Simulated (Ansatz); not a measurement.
C2H6N2 (`N/C=C\N`). The species carries charge 0 and has multiplicity 1. All single points use the PBE0-D4/def2-TZVP geometry. It is one conformer, not always the lowest.

```xyz
10

N     0.639    1.010   -0.938
C     0.055   -0.265   -0.884
C    -0.425   -0.782    0.246
N    -0.323   -0.117    1.479
H     1.157    1.173   -1.787
H     1.233    1.195   -0.139
H    -0.043   -0.804   -1.817
H    -0.868   -1.769    0.251
H    -0.913   -0.514    2.193
H    -0.512    0.874    1.397
```

Q: What is the dipole moment at r2SCAN/def2-TZVPP? (Best estimate.)

A: The calculation gave: 0.27 D, with components (0.08, 0.22, 0.14) D in this frame, pointing from negative to positive charge.

Q: And with PBE, B3LYP, ωB97M-V? (Estimate.)

A: Ansatz gave: PBE 0.29 D, B3LYP 0.18 D, ωB97M-V 0.13 D.

Q: Give the Mulliken charges with r2SCAN, PBE, B3LYP in def2-TZVPP. (An estimate is asked.)

A: Ansatz gave: 
```tsv
atom	r2SCAN	PBE	B3LYP
N1	-0.36	-0.32	-0.32
C2	-0.02	-0.07	-0.05
C3	-0.02	-0.07	-0.05
N4	-0.36	-0.32	-0.33
H5	0.15	0.15	0.14
H6	0.15	0.15	0.14
H7	0.08	0.08	0.10
H8	0.08	0.08	0.10
H9	0.15	0.15	0.14
H10	0.15	0.15	0.14
```

B3LYP here is the variant with VWN-RPA as its local correlation; programs differ in this.
